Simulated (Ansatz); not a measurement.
# BHCl₂ (singlet): wave-function methods side by side at a displaced geometry (v1), cc-pVDZ

An exercise on one series of results from a longer session: the logs are not shown, and one member is left open.

Computed with Ansatz 0.2.0, Gaussian basis. Level: cc-pVDZ, core rule «outside noble gas», up to 11 orbitals frozen.

The runs, in order: UHF; CCSD(T) on RHF; BCCD(T) on RHF; CISD; CCSDT(Q) on RHF.

19 further runs of the same task are left out: 2 for a known fault of the program, 7 that didn't finish, 10 set aside as unsound or not needed.

## The geometry

The geometry is a PBE0/def2-TZVP stationary point (not a proven minimum) with its atoms shifted at random (size 0.040 Å).

4 atoms, charge 0, spin multiplicity 1.

Atoms are counted from 1 here; the program's logs count them from 0.

Bond lengths: B1–Cl2 1.736 Å, B1–Cl3 1.711 Å, B1–H4 1.208 Å. Angles: Cl2–B1–Cl3 119.2°, Cl2–B1–H4 117.8°, Cl3–B1–H4 122.9°.

Set-up of the first run:

The input, in.yaml:

```yaml
crystal:
  periodic: [false, false, false]
  atoms:
    - {symbol: B, position_ang: [-0.019164, -0.731693, 0.028114]}
    - {symbol: Cl, position_ang: [-0.019997, 0.109456, -1.490480]}
    - {symbol: Cl, position_ang: [0.027967, 0.168766, 1.481789]}
    - {symbol: H, position_ang: [-0.074810, -1.938064, 0.004150]}
basis:
  gaussian: {orbitals: cc-pVDZ}
magnetization: {spin_polarized: true, initial_magnetization: 0}
hamiltonian: {xc: hf}
output: {orbitals: {seedname: orbitals}}
```

Command:

```bash
$ ansatz run in.yaml --threads 1 --pin off --events-out ev --progress --plain --max-ram 2393MiB
```

Among the steps run: UHF; CCSD(T) on RHF; BCCD(T) on RHF; CISD; CCSDT(Q) on RHF.

One table of the session follows, with a row left open; its other results are not shown here.

It belongs to the step «Misses and costs». 

| method | from RCCSDT(Q) (meV) |
| --- | --- |
| RHF | +10769.6 |
| RMP2 | +1152.0 |
| CISD | +1419.1 |
| RCCSD | +300.9 |
| RCCSD(T) | +39.3 |
| BCCD(T) | ? |
| RCCSDT | +20.1 |
| RCCSDT(Q) | 0 |

Estimate the missing values for BCCD(T).

The run gave: from RCCSDT(Q) (meV): +37.0. In the column «from RCCSDT(Q) (meV)» it lies between RCCSDT (+20.1) and RCCSD(T) (+39.3).
